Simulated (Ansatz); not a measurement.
**A ladder of methods for CH2BN (BH2(CN))**

The species is CH2BN (5 atoms), meant as a singlet with charge 0. SMILES: `[H]B([H])C#N`. The shape is that of a GFN2-xTB optimisation.

```xyz
5

B     0.3037    0.5276    0.0085
H     1.4689    0.5060    0.0583
H    -0.2983    1.5260   -0.0270
C    -0.4507   -0.7816   -0.0120
N    -1.0237   -1.7779   -0.0278
```

Each level gives the energy change with the C4–N5 bond stretched from 1.149 to 2.874 Å (eV). The values are calculated.

```csv
level,kind,program,value (eV),less FCI/STO-3G,CPU time (all runs)
HF/STO-3G (restricted),Hartree–Fock,Ansatz,15.59,+7.74,0.22 s
SVWN5/STO-3G (restricted),LDA,Ansatz,13.70,+5.85,1.9 s
revPBE/STO-3G (restricted),GGA,Ansatz,12.70,+4.85,3 s
r2SCAN/STO-3G (restricted),meta-GGA,Ansatz,13.70,+5.85,6.3 s
BHLYP/STO-3G (restricted),global hybrid,Ansatz,14.71,+6.86,2.7 s
wB97X/STO-3G (restricted),range-separated hybrid,Ansatz,15.00,+7.15,17 s
B2PLYP/STO-3G (restricted),double hybrid,Ansatz,13.59,+5.74,5.6 s
MP2/STO-3G (restricted),perturbation theory,Ansatz,14.23,+6.38,0.38 s
CCSD(T)/STO-3G (unrestricted),coupled cluster or CI,Ansatz,7.82,-0.03,0.5 s
FCI/STO-3G,exact in the basis,Ansatz,7.85,0.00,2.5 min
```

FCI/STO-3G is exact within its basis and frozen core, so for wave-function methods in that basis the difference is their error; functionals converge differently with the basis, so for them it is only a difference. Spin-restricted single references rise too steeply as a bond breaks, Hartree–Fock most of all. Perturbation and coupled-cluster corrections on them can overshoot downwards. The first shape isn't each level's own minimum. The values span 7.82 to 15.59 eV. Spin contamination of the reference (⟨S²⟩ at least 0.1 too high) touches CCSD(T)/STO-3G. All rows use very small basis sets, so even the best lies far from the true value. Times are those of the runs behind each value, whatever else they computed, on shared processors of several kinds: orders of magnitude only.
